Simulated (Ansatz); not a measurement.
Abridged output of a molecular run in Ansatz:

```
Functional definition: HF
1439 factors; integrals over basis functions are off by at most 9.1e-4 eV
mean field evaluation 1: about -6251.3307 eV, gradient 3.9e1 eV
mean field evaluation 2: about -6251.6176 eV, gradient 3.9e1 eV
mean field evaluation 4: about -6255.2687 eV, gradient 4.5e0 eV
mean field evaluation 8: about -6255.3249 eV, gradient 2.4e-1 eV
mean field -6255.32519994 eV, -229.8789610862 hartree, gradient 2.5e-6 eV, S^2 0.000000; 0 other end points of the search recorded, 0 dependent functions left out; unrestricted orbitals would lower it
5 core orbitals not correlated: weight in the atoms' cores, before any rotation towards them, 1.000 or more for the frozen orbitals, at most 0.000 for the correlated occupied ones
reference -6255.32519994 eV, -229.8789610862 hartree; 14, 14 occupied and 220, 220 virtual orbitals, 1439 factors
second order -24.00383585 eV of doubles, -0.00000000 eV of singles
cycle   1  -24.15743754 eV  change   -1.5e-1 eV  update   1.1e-1
cycle   2  -24.74753031 eV  change   -5.9e-1 eV  update   3.4e-2
cycle   3  -24.89044736 eV  change   -1.4e-1 eV  update   1.7e-2
cycle   4  -24.88135803 eV  change    9.1e-3 eV  update   4.7e-3
cycle   5  -24.88111728 eV  change    2.4e-4 eV  update   1.9e-3
cycle   6  -24.88191498 eV  change   -8.0e-4 eV  update   5.7e-4
cycle   7  -24.88158155 eV  change    3.3e-4 eV  update   2.2e-4
cycle   8  -24.88153086 eV  change    5.1e-5 eV  update   1.0e-4
cycle   9  -24.88156734 eV  change   -3.6e-5 eV  update   3.4e-5
cycle  10  -24.88155561 eV  change    1.2e-5 eV  update   1.8e-5
perturbative correction -1.12044598 eV, -0.0411756303 hartree
Total energy: -6281.32720153 eV, -230.8345170198 hartree
```

Its atoms:

```xyz
11

C    -1.496    0.808    0.937
C    -0.222    0.705    0.568
C     0.297   -0.331   -0.312
C     1.587   -0.399   -0.658
O    -0.646   -1.207   -0.738
H    -2.239    0.101    0.590
H    -1.823    1.603    1.596
H     0.514    1.419    0.922
H     2.288    0.333   -0.282
H     1.968   -1.174   -1.314
H    -0.230   -1.858   -1.310
```

Q: Which basis set was used?
A. def2-TZVPP
B. def2-QZVPP
C. def2-SVP
D. def2-SVPD

A: A. It gives 239 functions.

Q: Write the keys of the input that set method, charge and spin (a neutral closed shell needs none for the last two).

A: 
```yaml
correlation: {method: ccsd_t}
```
